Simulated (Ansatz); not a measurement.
Compounds of Al with 3 ligands, in which Cl is traded for F. Quantity: electronic atomisation energy to ground-state atoms, in kcal/mol. Structures are relaxed separately at B3LYP-D3(BJ)/def2-TZVP in Ansatz (a program for electronic structure). Correlated levels leave the core frozen unless marked. Open shells are spin-unrestricted. Spin-orbit coupling is left out. No relativistic terms. CBS marks a two-point X^-3 extrapolation of the correlation energy; Hartree-Fock from the larger set. The first level has limits of its own: it lacks core correlation, which all-electron functionals hold.

| n(F) | species (SMILES) | CCSD(T)/CBS(cc-pV(T+d)Z,cc-pV(Q+d)Z) (Ansatz) | PBE/def2-TZVPD (Ansatz) | PBE0-D4/def2-TZVPD (Ansatz + dftd4) |
|---|---|---|---|---|
| 0 | [Cl][Al]([Cl])[Cl] | 313.8 | 306.4 | 307.9 |
| 1 | [F][Al]([Cl])[Cl] | ? | ? | ? |
| 2 | [F][Al]([F])[Cl] | 391.9 | 385.3 | 377.2 |
| 3 | [F][Al]([F])[F] | 430.9 | 424.5 | 411.8 |

Fit a straight line through the known rows at each level by least squares, predict the withheld row (n(F) = 1), and compare with the run.


- The known rows have mean n(F) = 1.66667 and Σ(n(F) - mean)² = 4.6667.
- CCSD(T)/CBS(cc-pV(T+d)Z,cc-pV(Q+d)Z): mean 378.867, Σ(n(F) - mean)(y - mean) = 182.167, slope 39.036 kcal/mol a step; the line gives 378.867 + (39.036)×(1 - 1.66667) = 352.8; the run gives 352.9, +0.1 from the line, whose largest residual on the known rows is 0.0.
- PBE/def2-TZVPD: mean 372.067, Σ(n(F) - mean)(y - mean) = 183.767, slope 39.378 kcal/mol a step; the line gives 372.067 + (39.378)×(1 - 1.66667) = 345.8; the run gives 345.9, +0.1 from the line, whose largest residual on the known rows is 0.1.
- PBE0-D4/def2-TZVPD: mean 365.633, Σ(n(F) - mean)(y - mean) = 161.633, slope 34.635 kcal/mol a step; the line gives 365.633 + (34.635)×(1 - 1.66667) = 342.5; the run gives 342.6, +0.1 from the line, whose largest residual on the known rows is 0.0.
- PBE minus the first level along the series: -7.4, -7.0, -6.6, -6.4 kcal/mol.
